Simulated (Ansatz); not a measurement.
**Molecular dynamics of AlH$_{8}$NSi**

input.yaml

```yaml
crystal:
  periodic: [false, false, false]
  atoms:
    - { symbol: Al, position_ang: [0.087733, -0.530682, -0.141414] }
    - { symbol: H, position_ang: [-0.528837, 0.423474, 1.26533] }
    - { symbol: H, position_ang: [1.586557, -0.075973, -0.40324] }
    - { symbol: H, position_ang: [-1.085373, -0.589502, -1.211696] }
    - { symbol: "N", position_ang: [-0.089165, -1.852734, 1.264196] }
    - { symbol: H, position_ang: [-0.925086, -2.429803, 1.200977] }
    - { symbol: Si, position_ang: [1.239177, -2.571048, 2.156108] }
    - { symbol: H, position_ang: [2.032421, -3.530029, 1.334632] }
    - { symbol: H, position_ang: [2.129761, -1.461189, 2.586477] }
    - { symbol: H, position_ang: [0.72251, -3.295848, 3.351012] }
    - { symbol: H, position_ang: [-0.445496, -0.536566, 1.580022] }
basis:
  gaussian: { orbitals: "6-31G*" }
hamiltonian:
  xc: pbe0
  dispersion: d4
md:
  timestep: 0.5
  n_steps: 200
  ensemble: nve
  temperature: 100.0
  initial_velocities: maxwell_boltzmann
  seed: 7368
```

Launched with:

```bash
$ ansatz run input.yaml --threads 1 --pin off --max-ram 2048MiB --backend cpu --events-out ev --progress --plain --runs-dir out
```

It starts at the highest image of a converged band, a first-order saddle point between two minima.

Output, in part (step lines, the closing report, with atoms numbered from 0):

```
md step     0: t =     0.00 fs  T =   100.0 K  F+E_penalty+E_count = -16084.78308405 eV  E_kin = 0.116334 eV  conserved = -16084.66675006 eV  (22 SCF iters)
md step     1: t =     0.50 fs  T =    99.0 K  F+E_penalty+E_count = -16084.78185521 eV  E_kin = 0.115118 eV  conserved = -16084.66673679 eV  (21 SCF iters)
md step     2: t =     1.00 fs  T =    96.0 K  F+E_penalty+E_count = -16084.77839107 eV  E_kin = 0.111693 eV  conserved = -16084.66669771 eV  (21 SCF iters)
md step     3: t =     1.50 fs  T =    91.7 K  F+E_penalty+E_count = -16084.77331191 eV  E_kin = 0.106665 eV  conserved = -16084.66664708 eV  (21 SCF iters)
md step     4: t =     2.00 fs  T =    86.7 K  F+E_penalty+E_count = -16084.76742152 eV  E_kin = 0.100821 eV  conserved = -16084.66660061 eV  (21 SCF iters)
md step     5: t =     2.50 fs  T =    81.6 K  F+E_penalty+E_count = -16084.76145935 eV  E_kin = 0.094889 eV  conserved = -16084.66657016 eV  (20 SCF iters)
md step     6: t =     3.00 fs  T =    76.8 K  F+E_penalty+E_count = -16084.75591071 eV  E_kin = 0.089350 eV  conserved = -16084.66656087 eV  (22 SCF iters)
md step     7: t =     3.50 fs  T =    72.5 K  F+E_penalty+E_count = -16084.75092697 eV  E_kin = 0.084358 eV  conserved = -16084.66656934 eV  (22 SCF iters)
[... lines left out ...]
Total energy: -16085.45424413 eV, -591.1295403593 hartree
Atom 0 at     0.153001    -0.525907    -0.177743 Å, force    -1.033058     1.012914     0.909725 eV/Å
Atom 1 at    -0.851786     0.467237     0.680104 Å, force     0.123960     0.162014    -0.386867 eV/Å
Atom 2 at     1.665184    -0.084039     0.154025 Å, force     0.064138    -0.416607    -0.189354 eV/Å
Atom 3 at    -0.497847    -0.861052    -1.609825 Å, force     0.313701    -0.440220     0.109092 eV/Å
Atom 4 at    -0.274831    -1.833609     1.488725 Å, force    -0.896508    -1.242155    -0.015598 eV/Å
Atom 5 at    -1.159293    -2.396306     1.455747 Å, force     1.191931     0.324938    -0.387335 eV/Å
Atom 6 at     1.265047    -2.569375     2.091461 Å, force    -0.032714     0.514313    -0.538243 eV/Å
Atom 7 at     2.021420    -2.834195     0.846997 Å, force     0.133674    -0.312018     0.109343 eV/Å
Atom 8 at     1.792306    -1.343888     2.738016 Å, force     0.299842    -0.324597     0.314698 eV/Å
Atom 9 at     1.152396    -3.784012     2.954995 Å, force    -0.116485     0.204208    -0.015681 eV/Å
Atom 10 at    -0.523797    -1.099347     2.137090 Å, force    -0.048483     0.517210     0.090221 eV/Å
Dipole moment:    -0.059884    -0.878105     0.757891 e Å
```

The steps, from the saved trajectory:

| time (fs) | T (K) | potential energy less start (eV) | conserved less start (meV/atom) |
| --- | --- | --- | --- |
| 0.0 | 100 | 0.000 | 0.00 |
| 3.0 | 77 | 0.027 | 0.02 |
| 6.0 | 54 | 0.053 | 0.02 |
| 9.0 | 77 | 0.027 | 0.03 |
| 12.0 | 212 | -0.130 | 0.04 |
| 15.0 | 424 | -0.378 | -0.04 |
| 18.0 | 747 | -0.755 | -0.22 |
| 21.0 | 784 | -0.796 | 0.05 |
| 24.0 | 961 | -1.004 | -0.24 |
| 27.0 | 877 | -0.905 | -0.04 |
| 30.0 | 830 | -0.850 | 0.01 |
| 33.0 | 854 | -0.878 | -0.13 |
| 36.0 | 697 | -0.693 | 0.09 |
| 39.0 | 544 | -0.517 | -0.03 |
| 42.0 | 457 | -0.416 | -0.04 |
| 45.0 | 418 | -0.368 | 0.13 |
| 48.0 | 492 | -0.457 | -0.11 |
| 51.0 | 420 | -0.373 | -0.01 |
| 54.0 | 361 | -0.304 | 0.05 |
| 57.0 | 312 | -0.248 | -0.13 |
| 60.0 | 180 | -0.092 | 0.07 |
| 63.0 | 307 | -0.242 | -0.04 |
| 66.0 | 516 | -0.487 | -0.20 |
| 69.0 | 501 | -0.466 | 0.05 |
| 72.0 | 642 | -0.633 | -0.19 |
| 75.0 | 608 | -0.593 | -0.13 |
| 78.0 | 498 | -0.462 | 0.03 |
| 81.0 | 539 | -0.513 | -0.17 |
| 84.0 | 538 | -0.510 | -0.06 |
| 87.0 | 613 | -0.597 | -0.01 |
| 90.0 | 763 | -0.773 | -0.17 |
| 93.0 | 694 | -0.691 | 0.03 |
| 96.0 | 722 | -0.724 | -0.09 |
| 99.0 | 671 | -0.665 | -0.07 |

All steps were run. The conserved energy stayed within 0.25 meV per atom of its start (net change -0.18 meV per atom), so the integration is sound. The kinetic energy rose, since the run started high on the potential surface and went downhill. A run of 0.1 ps of so small a system gives no equilibrium averages. The orbitals stay closed-shell, which can raise the energy where a bond breaks towards radicals; this wasn't checked here.

Between its relaxed ends the band would form H2–H11 and break Al1–H2, N5–H11. These pairs go: H2–H11 1.01 → 2.16 Å, Al1–H2 1.81 → 1.65 Å, N5–H11 1.40 → 1.01 Å. In the last frame they stand as before the step (other bonds may differ from the relaxed reactants and products). Also parted: Al1–H11 1.80 → 2.48 Å. It ends as one piece, AlH8NSi. Pairs count as bonded within 1.25 times the sum of covalent radii (0.12 Å more for H–H).

Last frame:

```xyz
11
Properties=species:S:1:pos:R:3
Al 0.153 -0.526 -0.178
H -0.852 0.467 0.680
H 1.665 -0.084 0.154
H -0.498 -0.861 -1.610
N -0.275 -1.834 1.489
H -1.159 -2.396 1.456
Si 1.265 -2.569 2.091
H 2.021 -2.834 0.847
H 1.792 -1.344 2.738
H 1.152 -3.784 2.955
H -0.524 -1.099 2.137
```

The run took 7.1 min on 1 thread of AMD EPYC 7R13 Processor (Zen 3), on a shared host, peak memory 0.15 GiB.
